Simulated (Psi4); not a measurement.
**BH3Cl− (SMILES [BH3-]Cl): HSE06/cc-pVDZ (ZORA, density fitting)**

What is the vertical electron affinity of BH3Cl− at HSE06/cc-pVDZ (ZORA, density fitting)? 

The results are computed with Psi4 1.11.

4 further runs of the same task are left out: 4 set aside as unsound or not needed.

### 1 The structure to begin with

The species is BH3Cl− (5 atoms), meant as a singlet with charge -1. SMILES: `[BH3-]Cl`. The shape is that of a GFN2-xTB (4 decimals) optimisation.

Bond lengths: B1–Cl2 1.873 Å, B1–H3 1.208 Å, B1–H4 1.208 Å, B1–H5 1.208 Å. Angles: Cl2–B1–H3 106.7°, Cl2–B1–H4 106.7°, Cl2–B1–H5 106.7°, H3–B1–H4 112.0°, H3–B1–H5 112.2°, H4–B1–H5 112.1°.

### 2 Energy and one-electron properties at HSE06/cc-pVDZ (ZORA, density fitting)

Contents of bclh3.sdf:

```

     RDKit          3D

  5  4  0  0  0  0  0  0  0  0999 V2000
    0.0824   -0.0479    0.1359 B   0  0  0  0  0  0  0  0  0  0  0  0
   -0.8459    0.4965   -1.3970 Cl  0  0  0  0  0  0  0  0  0  0  0  0
    1.2231   -0.2546   -0.2031 H   0  0  0  0  0  0  0  0  0  0  0  0
   -0.4601   -1.0514    0.5327 H   0  0  0  0  0  0  0  0  0  0  0  0
    0.0005    0.8574    0.9314 H   0  0  0  0  0  0  0  0  0  0  0  0
  2  1  1  0
  3  1  1  0
  4  1  1  0
  5  1  1  0
M  CHG  1   1  -1
M  END
$$$$
```

Contents of job.py:

```python
import psi4
from rdkit import Chem

psi4.set_memory(1600000000)
psi4.set_num_threads(1)
psi4.set_output_file('bclh3.out', False)

rd = Chem.SDMolSupplier('bclh3.sdf', removeHs=False, sanitize=False)[0]
xyz = rd.GetConformer().GetPositions()
atoms = '\n'.join(f'{a.GetSymbol()} {x:.4f} {y:.4f} {z:.4f}' for a, (x, y, z) in zip(rd.GetAtoms(), xyz))
mol = psi4.geometry('-1 1\n' + atoms + '')

psi4.set_options({
    'scf_type': 'df',
    'relativistic': 'zora',
})

energy_value, wavefunction = psi4.energy("hse06/cc-pVDZ", molecule=mol, return_wfn=True)
psi4.oeprop(wavefunction, "MBIS_CHARGES", "DIPOLE", "MULLIKEN_CHARGES")
print(f'total energy {energy_value:.8f} hartree = {energy_value * 27.211386:.5f} eV')
for k, v in sorted(psi4.core.scalar_variables().items()):
    print(f'{k:45s} {v:18.10f}')
```

Command:

```
$ python job.py
```

bclh3.out:

```text
[...]
  Running in c1 symmetry.
[...]
  Nuclear repulsion =   42.158724279364293
[...]
  Multiplicity = 1
[...]
  Nalpha       = 13
  Nbeta        = 13
[...]
    Number of basis functions: 47
[...]
   @DF-RKS iter   1:  -488.69448617374945   -2.63107e-01   1.04818e-02 DIIS/ADIIS
[...]
   @DF-RKS iter   7:  -488.87967881277632   -2.28854e-08   7.12773e-07 DIIS
[...]
    Orbital Energies [Eh]
    ---------------------
    Doubly Occupied:
       1A   -102.260582     2A     -9.325307     3A     -6.997531
       4A     -6.992464     5A     -6.992464     6A     -6.519167
       7A     -0.572311     8A     -0.270893     9A     -0.118691
      10A     -0.118540    11A     -0.111093    12A     -0.034144
      13A     -0.034029
[...]
  @DF-RKS Final Energy:  -488.87967881277632
   => Energetics <=
    Nuclear Repulsion Energy =             42.1587242793642929
    One-Electron Energy =                -762.9937129317202107
    Two-Electron Energy =                 257.7089129089123389
    DFT Exchange-Correlation Energy =     -25.7536030693327014
    Empirical Dispersion Energy =           0.0000000000000000
    VV10 Nonlocal Energy =                  0.0000000000000000
    Total Energy =                       -488.8796788127763193
[...]
 Multipole Moments:
 ------------------------------------------------------------------------------------
     Multipole            Electronic (a.u.)      Nuclear  (a.u.)        Total (a.u.)
 ------------------------------------------------------------------------------------
 L = 1.  Multiply by 2.5417464519 to convert [e a0] to [Debye]
 Dipole X            :         -2.5584281            1.9487062           -0.6097219
 Dipole Y            :          1.5026797           -1.1447588            0.3579209
 Dipole Z            :         -4.2256089            3.2185693           -1.0070396
 Magnitude           :                                                    1.2304458
[...]
  Mulliken Charges: (a.u.)
   Center  Symbol    Alpha    Beta     Spin     Total
       1     B     2.56116  2.56116  0.00000 -0.12232
       2    CL     8.71034  8.71034  0.00000 -0.42068
       3     H     0.57617  0.57617  0.00000 -0.15235
       4     H     0.57617  0.57617  0.00000 -0.15234
       5     H     0.57616  0.57616  0.00000 -0.15232
   Total alpha = 13.00000, Total beta = 13.00000, Total charge = -1.00000
[...]
```

Standard output:

```text
total energy -488.87967881 hartree = -13303.09365 eV
CURRENT ENERGY                                   -488.8796788128
CURRENT REFERENCE ENERGY                         -488.8796788128
DD SOLVATION ENERGY                                 0.0000000000
DFT FUNCTIONAL TOTAL ENERGY                      -488.8796788128
DFT TOTAL ENERGY                                 -488.8796788128
DFT VV10 ENERGY                                     0.0000000000
DFT XC ENERGY                                     -25.7536030693
GRID ELECTRONS ALPHA                               13.0000002350
GRID ELECTRONS BETA                                13.0000002350
GRID ELECTRONS TOTAL                               26.0000004701
NUCLEAR REPULSION ENERGY                           42.1587242794
ONE-ELECTRON ENERGY                              -762.9937129317
PCM POLARIZATION ENERGY                             0.0000000000
PE ENERGY                                           0.0000000000
SCF ITERATION ENERGY                             -488.8796788128
SCF ITERATIONS                                      7.0000000000
SCF TOTAL ENERGY                                 -488.8796788128
TWO-ELECTRON ENERGY                               257.7089129089
XC GRID RADIAL POINTS                              75.0000000000
XC GRID SPHERICAL POINTS                          302.0000000000
XC GRID TOTAL POINTS                           108023.0000000000
```

Wall time 41 s (1 thread of AMD EPYC 7R43 (Zen 3), shared host); peak memory 0.56 GiB.

Atomic charges (e):

| atom | MBIS | Mulliken |
| --- | --- | --- |
| B1 | +0.237 | -0.122 |
| Cl2 | -0.522 | -0.421 |
| H3 | -0.238 | -0.152 |
| H4 | -0.238 | -0.152 |
| H5 | -0.238 | -0.152 |

### 3 Doublet [BH3Cl]2− at the same level

Contents of job.json:

```json
{
 "schema_name": "qcschema_input",
 "schema_version": 1,
 "molecule": {
  "schema_name": "qcschema_molecule",
  "schema_version": 2,
  "symbols": ["B", "Cl", "H", "H", "H"],
  "geometry": [0.15569454, -0.09046119, 0.25687047, -1.59844374, 0.93815453, -2.6398907, 2.31128623, -0.48116207, -0.38374668, -0.86946299, -1.98676356, 1.0067138, 0.00094486, 1.62023228, 1.76007202],
  "molecular_charge": -2,
  "molecular_multiplicity": 2
 },
 "driver": "energy",
 "model": {
  "method": "hse06",
  "basis": "cc-pVDZ"
 },
 "keywords": {
  "reference": "uks",
  "scf_type": "df",
  "relativistic": "zora",
  "scf_properties": ["MBIS_CHARGES", "DIPOLE", "MULLIKEN_CHARGES"]
 }
}
```

Command:

```
$ psi4 --qcschema job.json -n 1 --memory 1600MB
```

stdout:

```text
[...]
  Running in c1 symmetry.
[...]
  Nuclear repulsion =   42.159747981441846
[...]
  Multiplicity = 2
[...]
  Nalpha       = 14
  Nbeta        = 13
[...]
    Number of basis functions: 47
[...]
   @DF-UKS iter   1:  -488.07269700231581    3.58732e-01   1.56883e-02 ADIIS/DIIS
[...]
   @DF-UKS iter   9:  -488.50930465460976   -9.53916e-08   6.27082e-07 DIIS
[...]
   @S^2 Observed:                7.510746547E-01
[...]
    Orbital Energies [Eh]
    ---------------------
    Alpha Occupied:
       1A   -102.032308     2A     -9.097092     3A     -6.768460
       4A     -6.764056     5A     -6.764056     6A     -6.286357
       7A     -0.350302     8A     -0.042853     9A      0.104292
      10A      0.104423    11A      0.110417    12A      0.188747
      13A      0.188878    14A      0.453294
    Alpha Virtual:
      15A      0.524851    16A      0.548814    17A      0.548999
      18A      0.685033    19A      0.685137    20A      0.707042
      21A      0.861054    22A      0.960907    23A      0.961018
      24A      0.994133    25A      1.025379    26A      1.025423
[...]
  @DF-UKS Final Energy:  -488.50930465460976
   => Energetics <=
    Nuclear Repulsion Energy =             42.1597479814418463
    One-Electron Energy =                -768.5229331120746110
    Two-Electron Energy =                 263.7851421859000425
    DFT Exchange-Correlation Energy =     -25.9312617098769920
    Empirical Dispersion Energy =           0.0000000000000000
    VV10 Nonlocal Energy =                  0.0000000000000000
    Total Energy =                       -488.5093046546097639
[...]
 Multipole Moments:
 ------------------------------------------------------------------------------------
     Multipole            Electronic (a.u.)      Nuclear  (a.u.)        Total (a.u.)
 ------------------------------------------------------------------------------------
 L = 1.  Multiply by 2.5417464519 to convert [e a0] to [Debye]
 Dipole X            :         -3.6142585            1.9486359           -1.6656226
 Dipole Y            :          2.1217531           -1.1446960            0.9770571
 Dipole Z            :         -5.9691238            3.2185326           -2.7505912
 Magnitude           :                                                    3.3607576
[...]
  Mulliken Charges: (a.u.)
   Center  Symbol    Alpha    Beta     Spin     Total
       1     B     3.46272  2.36191  1.10081 -0.82463
       2    CL     8.70161  8.73511 -0.03350 -0.43671
       3     H     0.61185  0.63435 -0.02250 -0.24620
       4     H     0.61187  0.63437 -0.02249 -0.24624
       5     H     0.61195  0.63427 -0.02232 -0.24622
   Total alpha = 14.00000, Total beta = 13.00000, Total charge = -2.00000
[...]
```

The result, in JSON:

```text
{
 "driver": "energy",
 "model": {
  "method": "hse06",
  "basis": "cc-pVDZ"
 },
 "success": true,
 "return_result": -488.50930465460976,
 "properties": {
  "calcinfo_nbasis": 47,
  "calcinfo_nmo": 47,
  "calcinfo_nalpha": 14,
  "calcinfo_nbeta": 13,
  "calcinfo_natom": 5,
  "nuclear_repulsion_energy": 42.159747981441846,
  "return_energy": -488.50930465460976,
  "scf_one_electron_energy": -768.5229331120746,
  "scf_two_electron_energy": 263.78514218590004,
  "scf_xc_energy": -25.931261709876992,
  "scf_dipole_moment": [-1.6656226090579942, 0.9770570862354184, -2.75059123520301],
  "scf_total_energy": -488.50930465460976,
  "scf_iterations": 9
 }
}
```

Wall time 42 s (1 thread of AMD EPYC 7R43 (Zen 3), shared host); peak memory 0.53 GiB.

Atomic charges (e):

| atom | MBIS | Mulliken |
| --- | --- | --- |
| B1 | -0.591 | -0.825 |
| Cl2 | -0.693 | -0.437 |
| H3 | -0.239 | -0.246 |
| H4 | -0.239 | -0.246 |
| H5 | -0.239 | -0.246 |

### 4 Outcome

At HSE06/cc-pVDZ (ZORA, density fitting):

| quantity | value |
| --- | --- |
| singlet BH3Cl−: total energy | -488.87968 Eh |
| singlet BH3Cl−: HOMO energy | -0.93 eV |
| singlet BH3Cl−: LUMO energy | 7.91 eV |
| singlet BH3Cl−: HOMO–LUMO gap (to an unbound level, set by the basis) | 8.84 eV |
| doublet [BH3Cl]2−: total energy | -488.50930 Eh |
| doublet [BH3Cl]2−: HOMO energy (highest over α and β) | 12.33 eV |
| doublet [BH3Cl]2−: LUMO energy (lowest over α and β) | 13.97 eV |
| doublet [BH3Cl]2−: ⟨S²⟩ | 0.751 |
| vertical electron affinity (to the doublet dianion) | -10.078 eV |

In words: The dianion lies 10.08 eV (972 kJ/mol) above the anion: the electron isn't bound at this level, and such a value depends on the basis. Without diffuse functions anions come out too high. Mulliken charges (singlet BH3Cl−) run from -0.42 on Cl2 to -0.12 on B1. The HOMO (doublet [BH3Cl]2−) lies at positive energy, 12.33 eV; only total energies tell whether the electron is bound.
